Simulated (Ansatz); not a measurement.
All numbers were calculated with Ansatz.

Basis-set series for `F/C=C/Cl`. Charge 0, multiplicity 1. Geometry: relaxed with PBE0-D4/def2-TZVP.

```json
{"functional": "PBE0-D4", "basis": "def2-SVP", "functions": "70", "energy (Eh)": "-636.80200", "HOMO (eV)": "-7.30", "LUMO (eV)": "0.10"}
{"functional": "PBE0-D4", "basis": "def2-TZVPP", "functions": "163", "energy (Eh)": "-637.17173", "HOMO (eV)": "-7.42", "LUMO (eV)": "-0.18"}
{"functional": "ωB97M-V", "basis": "def2-SVP", "functions": "70", "energy (Eh)": "-637.05535", "HOMO (eV)": "-9.47", "LUMO (eV)": "2.39"}
{"functional": "ωB97M-V", "basis": "def2-TZVPP", "functions": "163", "energy (Eh)": "-637.42963", "HOMO (eV)": "-9.62", "LUMO (eV)": "1.99"}
```

Task: Give the rows for def2-QZVPP. (Estimate.)

Result: The calculation gave: 
```
functional       basis  functions  energy (Eh)  HOMO (eV)  LUMO (eV)
   PBE0-D4  def2-QZVPP        301   -637.19465      -7.46      -0.28
   ωB97M-V  def2-QZVPP        301   -637.45151      -9.67       1.81
```

Positive LUMOs are unbound and depend on the basis.
